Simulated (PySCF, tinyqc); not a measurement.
Worked calculation: RHF in the sto-6g basis, for BH, spin multiplicity 1. This run ends on a higher stationary point, not on the lowest solution. The lowest restricted solution is unstable here: a spin-polarised one lies 0.0093 hartree lower (PySCF). One step of it, computed by the program tinyqc.

Problem. Iteration 3: diagonalisation and new density. Diagonalise F' = X^T F X, C = X C', fill 3 alpha and 3 beta electrons from the bottom; D = 2 C_occ C_occ^T. Each column has its largest component positive (the first on a tie).

extrapolated F (hartree), order 1B 1s, 1B 2s, 1B 2px, 1B 2py, 1B 2pz, 2H 1s:
$$\begin{pmatrix}
-7.332820 & -2.072602 & 0.000000 & 0.000000 & 0.018293 & -0.330668 \\
-2.072602 & -0.791752 & 0.000000 & 0.000000 & -0.123225 & -0.445979 \\
0.000000 & 0.000000 & 0.331709 & 0.050708 & 0.000000 & 0.000000 \\
0.000000 & 0.000000 & 0.050708 & -0.085033 & 0.000000 & 0.000000 \\
0.018293 & -0.123225 & 0.000000 & 0.000000 & 0.217546 & -0.248278 \\
-0.330668 & -0.445979 & 0.000000 & 0.000000 & -0.248278 & -0.232242
\end{pmatrix}$$

X, order 1B 1s, 1B 2s, 1B 2px, 1B 2py, 1B 2pz, 2H 1s:
$$\begin{pmatrix}
1.028852 & -0.146815 & 0.000000 & 0.000000 & -0.008772 & 0.022804 \\
-0.146815 & 1.098676 & 0.000000 & 0.000000 & 0.076100 & -0.238099 \\
0.000000 & 0.000000 & 1.000000 & 0.000000 & 0.000000 & 0.000000 \\
0.000000 & 0.000000 & 0.000000 & 1.000000 & 0.000000 & 0.000000 \\
-0.008772 & 0.076100 & 0.000000 & 0.000000 & 1.081656 & -0.256632 \\
0.022804 & -0.238099 & 0.000000 & 0.000000 & -0.256632 & 1.149670
\end{pmatrix}$$

Give: F' = X^T F X; orbital energies; coefficients C; D after iteration 3.

Solution.

F' = X^T F X (hartree):
$$\begin{pmatrix}
-7.166 & -1.093 & 0.000 & 0.000 & 0.012 & -0.010 \\
-1.093 & -0.259 & 0.000 & 0.000 & 0.011 & -0.364 \\
0.000 & 0.000 & 0.332 & 0.051 & 0.000 & 0.000 \\
0.000 & 0.000 & 0.051 & -0.085 & 0.000 & 0.000 \\
0.012 & 0.011 & 0.000 & 0.000 & 0.370 & -0.335 \\
-0.010 & -0.364 & 0.000 & 0.000 & -0.335 & 0.039
\end{pmatrix}$$

orbital energies (hartree): MO1 -7.335, MO2 -0.448, MO3 -0.091, MO4 0.127, MO5 0.338, MO6 0.641

coefficients C, order 1B 1s, 1B 2s, 1B 2px, 1B 2py, 1B 2pz, 2H 1s:
$$\begin{pmatrix}
0.994 & -0.197 & 0.000 & -0.205 & 0.000 & -0.105 \\
0.021 & 0.608 & 0.000 & 0.800 & 0.000 & 0.531 \\
0.000 & 0.000 & -0.119 & 0.000 & 0.993 & 0.000 \\
0.000 & 0.000 & 0.993 & 0.000 & 0.119 & 0.000 \\
-0.001 & 0.172 & 0.000 & -0.497 & 0.000 & 0.982 \\
-0.003 & 0.555 & 0.000 & -0.491 & 0.000 & -0.947
\end{pmatrix}$$

D after iteration 3, order 1B 1s, 1B 2s, 1B 2px, 1B 2py, 1B 2pz, 2H 1s:
$$\begin{pmatrix}
2.056 & -0.198 & 0.000 & 0.000 & -0.069 & -0.225 \\
-0.198 & 0.739 & 0.000 & 0.000 & 0.209 & 0.674 \\
0.000 & 0.000 & 0.028 & -0.236 & 0.000 & 0.000 \\
0.000 & 0.000 & -0.236 & 1.972 & 0.000 & 0.000 \\
-0.069 & 0.209 & 0.000 & 0.000 & 0.059 & 0.191 \\
-0.225 & 0.674 & 0.000 & 0.000 & 0.191 & 0.615
\end{pmatrix}$$
